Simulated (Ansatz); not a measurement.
Basis-set extrapolation for C8H18 (`CCCCC(C)(C)C`) (PBE0-D4/def2-TZVP geometry, frozen core, the Gaussian-basis code of Ansatz). Multiplicity 1, RHF reference.

|  | def2-TZVPP | def2-QZVPP |
| --- | --- | --- |
| HF | -313.549660 | -313.564508 |
| MP2 correlation | -1.423271 | -1.510250 |
| CCSD(T) correlation | -1.572323 | not run |

Energies in hartree. Use E(X) = E(∞) + A·exp(−7.88·√X) for Hartree–Fock and E(X) = E(∞) + B·X^(−2.97) for correlation, with X = 3 and 4, and add CCSD(T) minus MP2 of the smaller set to the MP2 limit.

Problem. What is the CCSD(T) energy at the basis-set limit?

Solution. HF limit: -313.564508 + (-0.014848) × 0.13774 = -313.56655. MP2 limit: -1.510250 + (-0.086979) × 0.74074 = -1.57468. Higher-order term: -1.572323 − (-1.423271) = -0.14905. Total: -315.29028 hartree, 105.6 kcal/mol below CCSD(T)/def2-TZVPP.
